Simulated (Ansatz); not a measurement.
**A workflow on CH3Cl (chloromethane)**

Aim: energy and gradient (r2SCAN/splines), then energy and forces (r2SCAN/cc-pVDZ-DK), then energy and gradient (r2SCAN/cc-pVTZ-DK), then energy and forces (r2SCAN/x2c-TZVPall), then energy and forces (r2SCAN/ANO-RCC-VTZP) of CH3Cl (chloromethane). 

The results are computed with Ansatz 0.2.0.

5 further runs of the same task are left out: 4 for a known fault of the program, 1 set aside as unsound or not needed.

**1. Starting point**

CH3Cl: 5 atoms, total charge 0, spin state singlet. As SMILES, `CCl`. The shape is that of a PBE0-D4/def2-TZVP optimisation.

Bond lengths: C1–Cl2 1.773 Å, C1–H3 1.087 Å, C1–H4 1.088 Å, C1–H5 1.088 Å. Angles: Cl2–C1–H3 108.7°, Cl2–C1–H4 108.7°, Cl2–C1–H5 108.6°, H3–C1–H4 110.3°, H3–C1–H5 110.3°, H4–C1–H5 110.3°.

**2. Energy and gradient at r2SCAN/splines (scalar, accuracy low) (run 1)**

Contents of input.yaml:

```yaml
crystal:
  periodic: [false, false, false]
  atoms:
    - symbol: C
      position_ang: [-0.120900, 0.010000, 0.051300]
    - symbol: Cl
      position_ang: [1.469400, -0.290800, -0.672500]
    - symbol: H
      position_ang: [-0.284800, -0.715400, 0.844700]
    - symbol: H
      position_ang: [-0.880000, -0.097100, -0.720100]
    - symbol: H
      position_ang: [-0.133800, 1.019700, 0.455100]
basis:
  splines: {}
hamiltonian: {xc: {name: r2SCAN}, pseudopotentials: {relativity: scalar}}
accuracy: low
output: {forces: true}
```

Command:

```sh
$ ansatz run input.yaml --threads 1 --pin off --max-ram 2610MiB --events-out events.jsonl --progress --plain --runs-dir runs
```

The log of the run:

```text
Warning: RAYON_NUM_THREADS=1 ignored (pool sized by the plan → 1); use --threads N
[... 17 lines left out ...]
Total energy: -13649.032149 eV
[... 4 lines left out ...]
Atom 4 at    -0.133800     1.019700     0.455100 Å, force     0.007552    -0.054998    -0.022161 eV/Å
```

It took 30 s on 1 thread of Arm Neoverse V2, shared host; peak memory 0.88 GiB.

**3. Energy and forces at r2SCAN/cc-pVDZ-DK (sfX2C) (run 2)**

Contents of job.yaml:

```yaml
crystal:
  periodic: [false, false, false]
  atoms:
    - {symbol: C, position_ang: [-0.120900, 0.010000, 0.051300]}
    - {symbol: Cl, position_ang: [1.469400, -0.290800, -0.672500]}
    - {symbol: H, position_ang: [-0.284800, -0.715400, 0.844700]}
    - {symbol: H, position_ang: [-0.880000, -0.097100, -0.720100]}
    - {symbol: H, position_ang: [-0.133800, 1.019700, 0.455100]}
basis:
  gaussian: {orbitals: cc-pVDZ-DK.json}
magnetization: {spin_polarized: false}
hamiltonian: {xc: r2scan, pseudopotentials: {relativity: scalar}}
output: {forces: true, orbitals: {seedname: orbitals}}
```

The basis set cc-pVDZ-DK is read from a file made from the Basis Set Exchange's data (not shown).

Command:

```sh
$ ansatz run job.yaml --threads 1 --pin off --max-ram 2610MiB --events-out events.jsonl --progress --plain --runs-dir runs
```

The log of the run, cut to the lines that bear on the results:

```text
Warning: RAYON_NUM_THREADS=1 ignored (pool sized by the plan → 1); use --threads N
Functional definition: r2SCAN
  name "r2SCAN"
[...]
623 factors; their error is unknown
[...]
mean field -13646.07006244 eV, -501.4838251562 hartree, gradient 5.4e-5 eV, S^2 0.000000; 0 other end points of the search recorded, 0 dependent functions left out
[...]
reference -13646.07006845 eV, -501.4838253770 hartree; 13, 13 occupied and 34, 34 virtual orbitals, 623 factors
Total energy: -13646.07006845 eV, -501.4838253770 hartree
Relativity: scalar
Atom 0 at    -0.120900     0.010000     0.051300 Å, force    -0.108047     0.022741     0.046289 eV/Å
Atom 1 at     1.469400    -0.290800    -0.672500 Å, force     0.413139    -0.078473    -0.187950 eV/Å
Atom 2 at    -0.284800    -0.715400     0.844700 Å, force    -0.056543    -0.222921     0.247830 eV/Å
Atom 3 at    -0.880000    -0.097100    -0.720100 Å, force    -0.238270    -0.031811    -0.233056 eV/Å
Atom 4 at    -0.133800     1.019700     0.455100 Å, force    -0.010279     0.310465     0.126887 eV/Å
Dipole moment:    -0.362458     0.068567     0.164963 e Å
```

Run time: 1.4 s. Hardware: 1 thread of Arm Neoverse V2, shared host.

**4. Energy and forces at r2SCAN/cc-pVTZ-DK (sfX2C) (run 3)**

job.yaml: that of step 3 with these lines changed.

```diff
@@ -9,5 +9,7 @@
 basis:
-  gaussian: {orbitals: cc-pVDZ-DK.json}
-magnetization: {spin_polarized: false}
-hamiltonian: {xc: r2scan, pseudopotentials: {relativity: scalar}}
+  gaussian:
+    orbitals: cc-pVTZ-DK
+hamiltonian:
+  xc: r2scan
+  pseudopotentials: {relativity: scalar}
 output: {forces: true, orbitals: {seedname: orbitals}}
```

Command:

```sh
$ ansatz run job.yaml --threads 1 --pin off --max-ram 2610MiB --events-out events.jsonl --progress --plain --runs-dir runs
```

The log of the run, cut to the lines that bear on the results:

```text
Warning: RAYON_NUM_THREADS=1 ignored (pool sized by the plan → 1); use --threads N
Functional definition: r2SCAN
  name "r2SCAN"
[...]
623 factors; their error is unknown
[...]
mean field -13646.97478749 eV, -501.5170731887 hartree, gradient 3.3e-5 eV, S^2 0.000000; 0 other end points of the search recorded, 0 dependent functions left out
[...]
reference -13646.97479515 eV, -501.5170734699 hartree; 13, 13 occupied and 93, 93 virtual orbitals, 623 factors
Total energy: -13646.97479515 eV, -501.5170734699 hartree
Relativity: scalar
Atom 0 at    -0.120900     0.010000     0.051300 Å, force    -0.353149     0.069019     0.157998 eV/Å
Atom 1 at     1.469400    -0.290800    -0.672500 Å, force     0.313899    -0.059685    -0.142801 eV/Å
Atom 2 at    -0.284800    -0.715400     0.844700 Å, force     0.007450     0.024612    -0.028028 eV/Å
Atom 3 at    -0.880000    -0.097100    -0.720100 Å, force     0.029886     0.003457     0.028013 eV/Å
Atom 4 at    -0.133800     1.019700     0.455100 Å, force     0.001914    -0.037404    -0.015182 eV/Å
Dipole moment:    -0.360236     0.068145     0.163954 e Å
```

Wall time 2.4 s (1 thread of Arm Neoverse V2, shared host); peak memory 0.11 GiB.

**5. Energy and forces at r2SCAN/x2c-TZVPall (sfX2C) (run 4)**

Contents of run.yaml:

```yaml
crystal:
  periodic: [false, false, false]
  atoms:
    - {symbol: C, position_ang: [-0.120900, 0.010000, 0.051300]}
    - {symbol: Cl, position_ang: [1.469400, -0.290800, -0.672500]}
    - {symbol: H, position_ang: [-0.284800, -0.715400, 0.844700]}
    - {symbol: H, position_ang: [-0.880000, -0.097100, -0.720100]}
    - {symbol: H, position_ang: [-0.133800, 1.019700, 0.455100]}
basis:
  gaussian: {orbitals: x2c-TZVPall.json}
hamiltonian: {xc: {name: r2SCAN}, pseudopotentials: {relativity: scalar}}
output: {forces: true, orbitals: {seedname: orbitals}}
```

The basis set x2c-TZVPall is read from a file made from the Basis Set Exchange's data (not shown).

Command:

```sh
$ ansatz run run.yaml --threads 1 --pin off --max-ram 2610MiB --events-out events.jsonl --progress --plain --runs-dir runs
```

The log of the run, cut to the lines that bear on the results:

```text
Warning: RAYON_NUM_THREADS=1 ignored (pool sized by the plan → 1); use --threads N
Functional definition: r2SCAN
  name "r2SCAN"
[...]
570 factors; their error is unknown
[...]
mean field -13646.84114059 eV, -501.5121617556 hartree, gradient 1.2e-5 eV, S^2 0.000000; 0 other end points of the search recorded, 0 dependent functions left out
[...]
reference -13646.84114816 eV, -501.5121620336 hartree; 13, 13 occupied and 73, 73 virtual orbitals, 570 factors
Total energy: -13646.84114816 eV, -501.5121620336 hartree
Relativity: scalar
Atom 0 at    -0.120900     0.010000     0.051300 Å, force    -0.241545     0.047918     0.107186 eV/Å
Atom 1 at     1.469400    -0.290800    -0.672500 Å, force     0.233348    -0.044456    -0.106132 eV/Å
Atom 2 at    -0.284800    -0.715400     0.844700 Å, force     0.001841     0.001479    -0.002484 eV/Å
Atom 3 at    -0.880000    -0.097100    -0.720100 Å, force     0.005237     0.000106     0.003526 eV/Å
Atom 4 at    -0.133800     1.019700     0.455100 Å, force     0.001120    -0.005047    -0.002096 eV/Å
Dipole moment:    -0.356486     0.067437     0.162246 e Å
```

Run time: 2.2 s. Hardware: 1 thread of Arm Neoverse V2, shared host; peak memory 0.12 GiB.

**6. Energy and forces at r2SCAN/ANO-RCC-VTZP (sfX2C) (run 5)**

run.yaml: that of step 5 with these lines changed.

```diff
@@ -9,4 +9,7 @@
 basis:
-  gaussian: {orbitals: x2c-TZVPall.json}
-hamiltonian: {xc: {name: r2SCAN}, pseudopotentials: {relativity: scalar}}
+  gaussian:
+    orbitals: ANO-RCC-VTZP
 output: {forces: true, orbitals: {seedname: orbitals}}
+hamiltonian:
+  xc: {name: r2SCAN}
+  pseudopotentials: {relativity: scalar}
```

Command:

```sh
$ ansatz run run.yaml --threads 1 --pin off --max-ram 2610MiB --events-out events.jsonl --progress --plain --runs-dir runs
```

The log of the run, cut to the lines that bear on the results:

```text
Warning: RAYON_NUM_THREADS=1 ignored (pool sized by the plan → 1); use --threads N
Functional definition: r2SCAN
  name "r2SCAN"
[...]
721 factors; their error is unknown
[...]
mean field -13647.14638009 eV, -501.5233791002 hartree, gradient 5.6e-6 eV, S^2 0.000000; 0 other end points of the search recorded, 0 dependent functions left out
[...]
reference -13647.14639617 eV, -501.5233796913 hartree; 13, 13 occupied and 93, 93 virtual orbitals, 721 factors
Total energy: -13647.14639617 eV, -501.5233796913 hartree
Relativity: scalar
Atom 0 at    -0.120900     0.010000     0.051300 Å, force    -0.319485     0.062640     0.142686 eV/Å
Atom 1 at     1.469400    -0.290800    -0.672500 Å, force     0.262908    -0.050037    -0.119595 eV/Å
Atom 2 at    -0.284800    -0.715400     0.844700 Å, force     0.012857     0.025466    -0.032273 eV/Å
Atom 3 at    -0.880000    -0.097100    -0.720100 Å, force     0.036767     0.002775     0.027640 eV/Å
Atom 4 at    -0.133800     1.019700     0.455100 Å, force     0.006953    -0.040844    -0.018457 eV/Å
Dipole moment:    -0.359415     0.067991     0.163579 e Å
```

Run time: 4.2 s. Hardware: 1 thread of Arm Neoverse V2, shared host; peak memory 0.14 GiB.

**7. Summary of results**

| quantity | value |
| --- | --- |
| run 1, r2SCAN/splines: total energy | -501.59268 Eh |
| run 1, r2SCAN/splines: HOMO energy | -7.36 eV |
| run 1, r2SCAN/splines: LUMO energy | -0.28 eV |
| run 1, r2SCAN/splines: HOMO–LUMO gap | 7.08 eV |
| run 1, r2SCAN/splines: largest force on an atom | 0.277 eV/Å |
| run 2, r2SCAN/cc-pVDZ-DK: total energy | -501.48383 Eh |
| run 2, r2SCAN/cc-pVDZ-DK: dipole moment | 1.94 D |
| run 2, r2SCAN/cc-pVDZ-DK: HOMO energy | -7.20 eV |
| run 2, r2SCAN/cc-pVDZ-DK: LUMO energy | 0.39 eV |
| run 2, r2SCAN/cc-pVDZ-DK: HOMO–LUMO gap | 7.59 eV |
| run 2, r2SCAN/cc-pVDZ-DK: largest force on an atom | 0.461 eV/Å |
| run 3, r2SCAN/cc-pVTZ-DK: total energy | -501.51707 Eh |
| run 3, r2SCAN/cc-pVTZ-DK: dipole moment | 1.93 D |
| run 3, r2SCAN/cc-pVTZ-DK: HOMO energy | -7.31 eV |
| run 3, r2SCAN/cc-pVTZ-DK: LUMO energy | 0.15 eV |
| run 3, r2SCAN/cc-pVTZ-DK: HOMO–LUMO gap | 7.46 eV |
| run 3, r2SCAN/cc-pVTZ-DK: largest force on an atom | 0.393 eV/Å |
| run 4, r2SCAN/x2c-TZVPall: total energy | -501.51216 Eh |
| run 4, r2SCAN/x2c-TZVPall: dipole moment | 1.91 D |
| run 4, r2SCAN/x2c-TZVPall: HOMO energy | -7.28 eV |
| run 4, r2SCAN/x2c-TZVPall: LUMO energy | 0.19 eV |
| run 4, r2SCAN/x2c-TZVPall: HOMO–LUMO gap | 7.47 eV |
| run 4, r2SCAN/x2c-TZVPall: largest force on an atom | 0.269 eV/Å |
| run 5, r2SCAN/ANO-RCC-VTZP: total energy | -501.52338 Eh |
| run 5, r2SCAN/ANO-RCC-VTZP: dipole moment | 1.92 D |
| run 5, r2SCAN/ANO-RCC-VTZP: HOMO energy | -7.37 eV |

What this shows: The largest force (run 1, r2SCAN/splines) is 0.28 eV/Å: the shape isn't a stationary point for this species at this level. The largest force (run 5, r2SCAN/ANO-RCC-VTZP) is 0.36 eV/Å: the shape isn't a stationary point for this species at this level. The largest force (run 4, r2SCAN/x2c-TZVPall) is 0.27 eV/Å: the shape isn't a stationary point for this species at this level. The largest force (run 3, r2SCAN/cc-pVTZ-DK) is 0.39 eV/Å: the shape isn't a stationary point for this species at this level. The largest force (run 2, r2SCAN/cc-pVDZ-DK) is 0.46 eV/Å: the shape isn't a stationary point for this species at this level. The accuracy setting (run 1, r2SCAN/splines) is loose, so the last digits carry no meaning.
